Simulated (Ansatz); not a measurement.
We consider rock-salt ZrC, described by r²SCAN in Ansatz (PAW).

Numerical settings: plane-wave cutoff 600 eV, 16×16×16 k mesh, Fermi–Dirac smearing 0.1 eV, finite displacements, force constants from a 4×4×4 q mesh, scalar-relativistic PAW data made under PBE.

Computed at the level's own relaxed cell.

Harmonic phonon frequencies (cm⁻¹; i marks an imaginary mode):

```csv
q point,frequencies
Γ,…
```

Task: Complete the blanks.

Result: 
- Γ, frequencies: 0 0 0 406 406 406

Ansatz is an electronic-structure program.
